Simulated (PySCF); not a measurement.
Isomers of C5H5F. Theory: PBE0-D3(BJ)/def2-SVP geometry optimisation, gas phase (PySCF 2.14.0). One conformer each; no zero-point energy, no entropy. No frequencies were run at this level. Point groups hold within 0.08 Å.

Question: Rank from lowest to highest electronic energy at this level (kcal/mol).
A. `C1C=CCC=1F`
B. `C#C/C(F)=C/C`
C. `FC1(C#C)CC1`
D. `C=CC#CCF`
E. `[CH2:1]=[C:2]([F:3])[C:4]1=[CH:5][CH2:6]1` with C1–C2–C4–C5 179°
F. `FC1=CCC=C1`

Answer: F (0.0), A (0.8), B (38.8), D (42.6), C (47.6), E (48.3).

As drawn, the highest has a three-membered ring, which the lowest lacks. Neighbours under 2.5 kcal/mol apart (FC1=CCC=C1 and FC1=CC=CC1; C#CC1(F)CC1 and C=C(F)C1=CC1) can change places with a better method, another conformer or zero-point energy.

| SMILES | E (Eh) | E rel (kcal/mol) | dipole (D) | point group | A, B, C (MHz) |
| --- | --- | --- | --- | --- | --- |
| FC1=CCC=C1 | -292.80537 | 0.0 | 1.83 | Cs | 8226, 3381, 2432 |
| FC1=CC=CC1 | -292.80405 | 0.8 | 1.09 | Cs | 8342, 3368, 2436 |
| C#C/C(F)=C/C | -292.74349 | 38.8 | 1.51 | Cs | 8570, 2228, 1788 |
| C=CC#CCF | -292.73752 | 42.6 | 1.87 | near Cs | 22067, 1265, 1205 |
| C#CC1(F)CC1 | -292.72956 | 47.6 | 1.75 | Cs | 6198, 3057, 2445 |
| C=C(F)C1=CC1 | -292.72843 | 48.3 | 0.96 | Cs | 7430, 2778, 2050 |

As an exercise, what shares would exp(−E/RT) give at 500 K from these electronic energies alone (no entropy, no degeneracies)?

RT = 0.994 kcal/mol: FC1=CCC=C1 69.6 %, FC1=CC=CC1 30.4 %, C#C/C(F)=C/C under 0.1 %, C=CC#CCF under 0.1 %, C#CC1(F)CC1 under 0.1 %, C=C(F)C1=CC1 under 0.1 %.
